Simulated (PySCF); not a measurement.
Compound: phosphorous acid, H₃O₃P.
Geometry (GFN2-xTB, Å), atoms numbered from 1 in this order:
```xyz
7
H3O3P angstrom
O      1.1108   -0.8206   -0.4107
P      0.0914    0.0128    0.5535
O      0.0806    1.4096   -0.2904
O     -1.3070   -0.6027   -0.0199
H      2.0354   -0.6243   -0.2721
H     -0.4755    2.0919    0.0809
H     -1.5324   -1.4620    0.3315
```

The closed-shell SCF was solved with PySCF and density fitting under several settings on one GFN2-xTB geometry (grid level 2 and gas phase unless stated).

```json
{"settings": "PBE0/pcSseg-1", "basis functions": "90", "SCF cycles": "12", "E (Eh)": "-568.4779", "HOMO (eV)": "-6.84", "LUMO (eV)": "1.08", "dipole (D)": "1.85"}
{"settings": "PBE0/def2-SVPD", "basis functions": "117", "SCF cycles": "12", "E (Eh)": "-568.2635", "HOMO (eV)": "-7.03", "LUMO (eV)": "0.42", "dipole (D)": "1.59"}
```

Q: Estimate the rows for these settings: (1) OLYP/6-311G**; (2) BP86/aug-pcSseg-1, level shift 0.3 Eh; (3) wB97X-D/Sadlej pVTZ, grid level 3.

A: 
| settings | basis functions | SCF cycles | E (Eh) | HOMO (eV) | LUMO (eV) | dipole (D) |
| --- | --- | --- | --- | --- | --- | --- |
| OLYP/6-311G** | 98 | 14 | -568.8844 | -5.26 | 0.04 | 1.65 |
| BP86/aug-pcSseg-1, level shift 0.3 Eh | 138 | 14 | -568.9205 | -5.83 | -0.62 | 1.33 |
| wB97X-D/Sadlej pVTZ, grid level 3 | 131 | 12 | -568.8855 | -8.86 | 1.00 | 1.53 |

Q: Over all rows, what range does the HOMO–LUMO gap span?

A: From 5.21 eV (BP86/aug-pcSseg-1, level shift 0.3 Eh) to 9.86 eV (wB97X-D/Sadlej pVTZ, grid level 3). The functional of the narrowest has no exact exchange, that of the widest range-separated exact exchange.

Q: And the dipole moment?

A: From 1.33 D (BP86/aug-pcSseg-1, level shift 0.3 Eh) to 1.85 D (PBE0/pcSseg-1); the largest is 1.39 times the smallest, and the median is 1.59 D.

Q: Compare two rows with the functional PBE0: PBE0/pcSseg-1 and PBE0/def2-SVPD. Which energy is lower, and by how much?

A: PBE0/pcSseg-1 (90 functions) lies 0.2144 Eh or 135 kcal/mol below PBE0/def2-SVPD (117 functions). The smaller set gives the lower energy; the two sets aren't nested, so the variational bound doesn't order them by size.

wB97X-D ran without the empirical dispersion term, which would shift the total energy alone. Cycle counts include a coarse-grid stage where the run had one. All basis functions are spherical, in the Pople sets too.

One conformer stands for the species.
